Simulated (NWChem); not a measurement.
Everything below was run with NWChem. System: nitrogen (N2), charge 0, spin multiplicity 1, at a geometry optimised with B3LYP/def2-SVP. Level: M06-2X/def2-SVP.

Job file:

```
start mol
memory heap 200 mb stack 800 mb global 1000 mb
geometry units angstroms nocenter noautoz
  N      0.000000     0.000000     0.550196
  N      0.000000     0.000000    -0.550196
  symmetry group D2h
end
basis spherical
  * library def2-svp
end
dft
  xc m06-2x
  semidirect memsize 60000000 filesize 0
  iterations 100
  grid fine
end
task dft energy
```

NWChem printed:

```
             Northwest Computational Chemistry Package (NWChem) 7.3.0
             --------------------------------------------------------

                                NWChem Input Module
                                -------------------

 Scaling coordinates for geometry "geometry" by  1.889725989
 (inverse scale =  0.529177249)

 Turning off AUTOSYM since
 SYMMETRY directive was detected!

                             Geometry "geometry" -> ""
                             -------------------------

 Output coordinates in angstroms (scale by  1.889725989 to convert to a.u.)

  No.       Tag          Charge          X              Y              Z
 ---- ---------------- ---------- -------------- -------------- --------------
    1 N                    7.0000     0.00000000     0.00000000     0.55019600
    2 N                    7.0000     0.00000000     0.00000000    -0.55019600

 Effective nuclear repulsion energy (a.u.)      23.5640437235

            Nuclear Dipole moment (a.u.)
            ----------------------------
        X                 Y               Z
 ---------------- ---------------- ----------------
     0.0000000000     0.0000000000     0.0000000000

      Symmetry information
      --------------------

 Group name             D2h
 Group number             26
 Group order               8
 No. of unique centers     1

      Symmetry unique atoms

     1


 Summary of "ao basis" -> "" (spherical)
 ------------------------------------------------------------------------------
       Tag                 Description            Shells   Functions and Types
 ---------------- ------------------------------  ------  ---------------------
 *                          def2-svp                  on all atoms

                                 NWChem DFT Module
                                 -----------------

 Summary of "ao basis" -> "ao basis" (spherical)
 ------------------------------------------------------------------------------
       Tag                 Description            Shells   Functions and Types
 ---------------- ------------------------------  ------  ---------------------
 N                          def2-svp                 6       14   3s2p1d

 Summary of "ao basis" -> "ao basis" (spherical)
 ------------------------------------------------------------------------------
       Tag                 Description            Shells   Functions and Types
 ---------------- ------------------------------  ------  ---------------------
 N                          def2-svp                 6       14   3s2p1d

      Symmetry analysis of basis
      --------------------------

        ag          7
        au          1
        b1g         1
        b1u         7
        b2g         3
        b2u         3
        b3g         3
        b3u         3

            General Information
            -------------------
          SCF calculation type: DFT
          Wavefunction type:  closed shell.
          No. of atoms     :     2
          No. of electrons :    14
           Alpha electrons :     7
            Beta electrons :     7
          Charge           :     0
          Spin multiplicity:     1
          Use of symmetry is: on ; symmetry adaption is: on
          Maximum number of iterations: 100
          AO basis - number of functions:    28
                     number of shells:    12
          Convergence on energy requested:  1.00D-06
          Convergence on density requested:  1.00D-05
          Convergence on gradient requested:  5.00D-04
[...]
 !! scf_movecs_sym_adapt:   12 vectors were symmetry contaminated

 d= 0,ls=0.0,diis     2   -109.3992766200 -1.23D-02  4.03D-03  2.05D-02     0.6

 !! scf_movecs_sym_adapt:   12 vectors were symmetry contaminated

  Symmetry fudging

 !! scf_movecs_sym_adapt:   12 vectors were symmetry contaminated

 d= 0,ls=0.0,diis     3   -109.4017057867 -2.43D-03  4.71D-04  2.38D-04     0.6

 !! scf_movecs_sym_adapt:   12 vectors were symmetry contaminated

  Symmetry fudging

 !! scf_movecs_sym_adapt:   12 vectors were symmetry contaminated

 d= 0,ls=0.0,diis     4   -109.4017423142 -3.65D-05  5.22D-05  7.00D-07     0.6

 !! scf_movecs_sym_adapt:   12 vectors were symmetry contaminated

  Symmetry fudging

 !! scf_movecs_sym_adapt:   12 vectors were symmetry contaminated

 d= 0,ls=0.0,diis     5   -109.4017424462 -1.32D-07  3.90D-06  1.77D-08     0.7

         Total DFT energy =     -109.401742446232
      One electron energy =     -194.176898755093
           Coulomb energy =       74.852769084118
    Exchange-Corr. energy =      -13.641656498753
 Nuclear repulsion energy =       23.564043723496

 Numeric. integr. density =       14.000000006105

     Total iterative time =      0.3s

                  Occupations of the irreducible representations
                  ----------------------------------------------

                     irrep           alpha         beta
                     --------     --------     --------
                     ag                3.0          3.0
                     au                0.0          0.0
                     b1g               0.0          0.0
                     b1u               2.0          2.0
                     b2g               0.0          0.0
                     b2u               1.0          1.0
                     b3g               0.0          0.0
                     b3u               1.0          1.0

                       DFT Final Molecular Orbital Analysis
                       ------------------------------------

 Vector    5  Occ=2.000000D+00  E=-5.366360D-01  Symmetry=b3u
              MO Center=  1.6D-17, -1.6D-32,  1.0D-17, r^2= 8.9D-01
   Bfn.  Coefficient  Atom+Function         Bfn.  Coefficient  Atom+Function
  ----- ------------  ---------------      ----- ------------  ---------------
     4      0.444751  1 N  px                18      0.444751  2 N  px
     7     -0.244720  1 N  px                21     -0.244720  2 N  px
    13     -0.040347  1 N  d  1              27      0.040347  2 N  d  1

 Vector    6  Occ=2.000000D+00  E=-5.366360D-01  Symmetry=b2u
              MO Center=  4.3D-33, -2.5D-17,  6.1D-18, r^2= 8.9D-01
   Bfn.  Coefficient  Atom+Function         Bfn.  Coefficient  Atom+Function
  ----- ------------  ---------------      ----- ------------  ---------------
     5      0.444751  1 N  py                19      0.444751  2 N  py
     8     -0.244720  1 N  py                22     -0.244720  2 N  py
    11      0.040347  1 N  d -1              25     -0.040347  2 N  d -1

 Vector    7  Occ=2.000000D+00  E=-5.064169D-01  Symmetry=ag
              MO Center= -2.7D-17, -2.7D-17, -4.7D-17, r^2= 1.3D+00
   Bfn.  Coefficient  Atom+Function         Bfn.  Coefficient  Atom+Function
  ----- ------------  ---------------      ----- ------------  ---------------
     6      0.454901  1 N  pz                20     -0.454901  2 N  pz
     3     -0.296087  1 N  s                 17     -0.296087  2 N  s
     9     -0.193484  1 N  pz                23      0.193484  2 N  pz
     2     -0.131765  1 N  s                 16     -0.131765  2 N  s
     1     -0.070817  1 N  s                 15     -0.070817  2 N  s

 Vector    8  Occ=0.000000D+00  E= 3.979529D-02  Symmetry=b3g
              MO Center= -7.3D-34,  5.7D-32, -2.3D-17, r^2= 1.3D+00
   Bfn.  Coefficient  Atom+Function         Bfn.  Coefficient  Atom+Function
  ----- ------------  ---------------      ----- ------------  ---------------
     8      0.597570  1 N  py                22     -0.597570  2 N  py
     5     -0.478066  1 N  py                19      0.478066  2 N  py

 Vector    9  Occ=0.000000D+00  E= 3.979529D-02  Symmetry=b2g
              MO Center=  2.8D-32, -8.2D-32,  3.2D-17, r^2= 1.3D+00
   Bfn.  Coefficient  Atom+Function         Bfn.  Coefficient  Atom+Function
  ----- ------------  ---------------      ----- ------------  ---------------
     7      0.597570  1 N  px                21     -0.597570  2 N  px
     4     -0.478066  1 N  px                18      0.478066  2 N  px

 Vector   10  Occ=0.000000D+00  E= 5.586443D-01  Symmetry=ag
              MO Center= -1.4D-33, -1.8D-33,  5.3D-18, r^2= 1.6D+00
   Bfn.  Coefficient  Atom+Function         Bfn.  Coefficient  Atom+Function
  ----- ------------  ---------------      ----- ------------  ---------------
     2      1.160822  1 N  s                 16      1.160822  2 N  s
     3     -0.887954  1 N  s                 17     -0.887954  2 N  s
     9      0.341209  1 N  pz                23     -0.341209  2 N  pz
     1      0.192035  1 N  s                 15      0.192035  2 N  s
    12      0.037321  1 N  d  0              26      0.037321  2 N  d  0

 center of mass
 --------------
 x =   0.00000000 y =   0.00000000 z =   0.00000000

 moments of inertia (a.u.)
 ------------------
          30.275113808623           0.000000000000           0.000000000000
           0.000000000000          30.275113808623           0.000000000000
           0.000000000000           0.000000000000           0.000000000000

     Multipole analysis of the density
     ---------------------------------

     L   x y z        total         alpha         beta         nuclear
     -   - - -        -----         -----         ----         -------
     0   0 0 0     -0.000000     -7.000000     -7.000000     14.000000

     1   1 0 0     -0.000000     -0.000000     -0.000000      0.000000
     1   0 1 0     -0.000000     -0.000000     -0.000000      0.000000
     1   0 0 1     -0.000000     -0.000000     -0.000000      0.000000

     2   2 0 0     -7.492403     -3.746202     -3.746202      0.000000
     2   1 1 0     -0.000000     -0.000000     -0.000000      0.000000
     2   1 0 1      0.000000      0.000000      0.000000      0.000000
     2   0 2 0     -7.492403     -3.746202     -3.746202      0.000000
     2   0 1 1      0.000000      0.000000      0.000000      0.000000
     2   0 0 2     -8.744289    -11.939264    -11.939264     15.134238

 Task  times  cpu:        0.5s     wall:        0.5s

 Total times  cpu:        0.7s     wall:        0.7s
```
